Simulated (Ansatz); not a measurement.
CH3FS2 (`FC(S)S`), relaxed with RKS PBE-D4/def2-SVP in Ansatz 0.2.0 from a rough embedded geometry. The force threshold is 0.03 eV/Å; the program also tests the step.

Total charge 0; spin multiplicity 1.

Start:

```xyz
7

F     0.134    1.269   -1.072
C     0.303    0.198   -0.201
S    -1.072    0.204    0.917
S     0.301   -1.359   -1.111
H     1.221    0.309    0.361
H    -1.056    1.521    1.172
H     0.169   -2.141   -0.067
```

(1) How much energy does the relaxation release, and in how many steps? (An estimate is asked.)

(2) Which bonds change most? (Best estimate.)

(3) Give the relaxed structure. (Estimate.)

Results:

(1) Ansatz gave: 5.94 kcal/mol, in 5 steps.

(2) Ansatz gave: C2–S3 from 1.772 to 1.825 Å; S4–H7 from 1.311 to 1.361 Å; C2–S4 from 1.804 to 1.846 Å; C2–H5 from 1.082 to 1.111 Å.

(3) The calculation gave: 
```xyz
7

F     0.266    1.196   -1.225
C     0.215    0.227   -0.256
S    -1.299    0.336    0.758
S     0.229   -1.395   -1.136
H     1.114    0.330    0.388
H    -0.906    1.436    1.472
H     0.380   -2.130    0.000
```
